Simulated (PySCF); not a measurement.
H3P, SMILES P. Atoms are numbered in the order given.

```xyz
4

P      0.0000     0.0000     0.1290
H     -1.0308    -0.5951    -0.6451
H      0.0000     1.1902    -0.6451
H      1.0308    -0.5951    -0.6451
```
Charge 0, spin multiplicity 1.

Coordinates come from a PBE0-D3(BJ)/def2-TZVPD optimisation.

Calculation: PySCF with ωB97X/def2-TZVPD.

Symmetry labels are those of the subgroup Cs that the program uses (full group C3v).

Computed valence orbital energies around the gap with their symmetry:
```
orbital  symmetry  energy (eV)
-------  --------  -----------
HOMO−7         A'      -180.74
HOMO−6         A'      -130.65
HOMO−5         A"      -130.65
HOMO−4         A'      -130.52
HOMO−3         A'       -21.02
HOMO−2         A"       -13.27
HOMO−1         A'       -13.27
HOMO           A'       -10.26
LUMO           A'         1.98
LUMO+1         A'         2.69
LUMO+2         A"         2.69
LUMO+3         A'         4.77
```
